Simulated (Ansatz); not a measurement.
Process, species as SMILES: [CH]=O (CH-O) → C atom + H atom + O atom
B3LYP-D3(BJ)/def2-TZVP geometries, fixed; electronic energies without zero-point terms.

Basis-set convergence of the atomisation energy at PBE0 with Ansatz (a first-principles code). Cartesian d functions, on some or all atoms, in 6-31G*, 6-31+G*; all else is spherical. The program fits the integrals of some runs and decomposes those of others, by size. Open shells are unrestricted. No added dispersion term, no relativity. Functions are those of the species that has most. Reference: the value in pcseg-4, 280.91 kcal/mol, itself unsure by roughly 0.06 kcal/mol (its mean distance from aug-pcseg-3, aug-cc-pVQZ, cc-pV5Z). Deviations are taken from unrounded values.

```json
[
 {"basis": "3-21G", "functions": "20", "atomisation energy (kcal/mol)": "256.17", "minus reference (kcal/mol)": "-24.74"},
 {"basis": "6-31G", "functions": "20", "atomisation energy (kcal/mol)": "251.82", "minus reference (kcal/mol)": "-29.09"},
 {"basis": "pcseg-0", "functions": "20", "atomisation energy (kcal/mol)": "249.97", "minus reference (kcal/mol)": "-30.93"},
 {"basis": "def2-SV(P)", "functions": "30", "atomisation energy (kcal/mol)": "281.64", "minus reference (kcal/mol)": "0.73"},
 {"basis": "6-31G*", "functions": "32", "atomisation energy (kcal/mol)": "278.01", "minus reference (kcal/mol)": "-2.90"},
 {"basis": "def2-SVP", "functions": "33", "atomisation energy (kcal/mol)": "283.22", "minus reference (kcal/mol)": "2.31"},
 {"basis": "pcseg-1", "functions": "33", "atomisation energy (kcal/mol)": "276.96", "minus reference (kcal/mol)": "-3.95"},
 {"basis": "6-31+G*", "functions": "40", "atomisation energy (kcal/mol)": "276.12", "minus reference (kcal/mol)": "-4.79"},
 {"basis": "6-311++G(2d,2p)", "functions": "64", "atomisation energy (kcal/mol)": "279.39", "minus reference (kcal/mol)": "-1.52"},
 {"basis": "pcseg-2", "functions": "74", "atomisation energy (kcal/mol)": "280.51", "minus reference (kcal/mol)": "-0.39"},
 {"basis": "def2-TZVPP", "functions": "76", "atomisation energy (kcal/mol)": "280.41", "minus reference (kcal/mol)": "-0.50"},
 {"basis": "6-311++G(3df,3pd)", "functions": "96", "atomisation energy (kcal/mol)": "281.74", "minus reference (kcal/mol)": "0.83"},
 {"basis": "aug-pcseg-2", "functions": "115", "atomisation energy (kcal/mol)": "280.79", "minus reference (kcal/mol)": "-0.11"},
 {"basis": "cc-pVQZ", "functions": "140", "atomisation energy (kcal/mol)": "280.96", "minus reference (kcal/mol)": "0.05"},
 {"basis": "def2-QZVPP", "functions": "144", "atomisation energy (kcal/mol)": "280.61", "minus reference (kcal/mol)": "-0.30"},
 {"basis": "aug-cc-pVQZ", "functions": "206", "atomisation energy (kcal/mol)": "280.87", "minus reference (kcal/mol)": "-0.04"},
 {"basis": "aug-pcseg-3", "functions": "219", "atomisation energy (kcal/mol)": "281.00", "minus reference (kcal/mol)": "0.09"},
 {"basis": "pcseg-4", "functions": "263", "atomisation energy (kcal/mol)": "280.91", "minus reference (kcal/mol)": "0.00"}
]
```

The smallest set listed that lies within 1 kcal/mol of the reference with all its larger relatives (same family, alike in diffuse functions; a set with none counts only in the reference's own line) is pcseg-2 (74 functions, -0.39 kcal/mol off). Inside the window by cancellation, since a larger relative falls out: def2-SV(P). Inside, with no larger relative to test it: 6-311++G(3df,3pd), aug-cc-pVQZ. (Relatives not listed, tested too: def2-TZVP -0.72, def2-QZVP -0.30, pcseg-3 0.07, cc-pV5Z -0.04 kcal/mol.)
